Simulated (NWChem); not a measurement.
**SO2 (sulfur dioxide): CCD/6-31G**

What is the vertical electron affinity of SO2 (sulfur dioxide) at CCD/6-31G? 

The calculation is run with NWChem 7.3.0.

**1. The structure to begin with**

The species is SO2 (3 atoms), meant as a singlet with charge 0. SMILES: `O=S=O`. The coordinates come from a GFN2-xTB relaxation.

Bond lengths: O1–S2 1.434 Å, S2–O3 1.434 Å. Angles: O1–S2–O3 116.4°.

**2. A single-point energy at CCD/6-31G**

The input, test.nw:

```
echo
start test
memory 2200 mb

geometry units angstrom noautoz
  O    -0.970250    0.629650   -0.459050
  S     0.280030    0.371410    0.194090
  O     0.690220   -1.001060    0.264960
end

basis spherical bse
  O library 6-31G
  S library 6-31G
end

scf
  thresh 1e-07
  maxiter 60
  direct
  noprint "final vectors analysis"
end

tce
  scf
  ccd
  freeze core 7
  maxiter 100
end

task tce energy
```

The run is started by

```
$ nwchem test.nw > test.out
```

The log of the run:

```text
[...]
 Group name             C2v
[...]
  functions       =    31
[...]
  wavefunction    = RHF
[...]
         Total SCF energy =   -546.906268052389
      One-electron energy =   -968.481000632387
      Two-electron energy =    313.218145944317
 Nuclear repulsion energy =    108.356586635680
        Time for solution =      1.1s
[...]
         Wavefunction type : Restricted Hartree-Fock
          No. of electrons :    32
[...]
         Spin multiplicity : singlet
[...]
```

It took 4.5 s on 1 thread of Intel Xeon Platinum 8488C (Sapphire Rapids), shared host; peak memory 0.11 GiB.

**3. The doublet anion**

The input, job.xyz:

```xyz
3
O2S
O     -0.970250     0.629650    -0.459050
S      0.280030     0.371410     0.194090
O      0.690220    -1.001060     0.264960
```

The input, job.nw:

```
start job
title "O2S"
memory 2200 mb
charge -1
geometry noautosym nocenter noautoz
 load job.xyz
end
basis "ao basis" spherical bse
 * library 6-31G
end
scf
 doublet
 uhf
 thresh 1e-07
 maxiter 80
 direct
end
tce
 scf
 ccd
 freeze core 7
 maxiter 100
end
task tce energy
```

The run is started by

```
$ nwchem job.nw > job.out
```

The log of the run:

```text
[...]
  functions       =    31
[...]
  wavefunction    = UHF
[...]
         Total SCF energy =   -546.955892326460
      One electron energy =   -979.439188355457
      Two electron energy =    324.126709295019
 Nuclear repulsion energy =    108.356586733977
                       Sz =      0.5000
                 Sz(Sz+1) =      0.7500
                      S^2 =      0.7603
[...]
         Wavefunction type : Unrestricted Hartree-Fock
          No. of electrons :    33
[...]
         Spin multiplicity : doublet
[...]
```

Wall time 3.6 s (1 thread of Intel Xeon Platinum 8488C (Sapphire Rapids), shared host); peak memory 0.11 GiB.

**4. What came out**

Level: CCD/6-31G, 7 core orbitals frozen.

| quantity | value |
| --- | --- |
| singlet SO2: total energy | -547.23781 Eh |
| singlet SO2: correlation energy (7 core orbitals frozen) | -331.5 mEh |
| doublet anion: total energy | -547.25286 Eh |
| doublet anion: HOMO energy (Hartree–Fock orbitals) (highest over α and β) | -2.14 eV |
| doublet anion: LUMO energy (Hartree–Fock orbitals) (lowest over α and β) | 9.02 eV |
| doublet anion: correlation energy (7 core orbitals frozen) | -297.0 mEh |
| doublet anion: ⟨S²⟩ of the reference determinant | 0.760 |
| vertical electron affinity (to the doublet anion) | 0.409 eV |

What this shows: At fixed nuclei the extra electron is bound by 0.41 eV (9.4 kcal/mol). The basis has no diffuse functions, so the error can be as large as this value. Mulliken charges (singlet SO2) run from -0.64 on O1 to +1.29 on S2; they depend strongly on the basis.
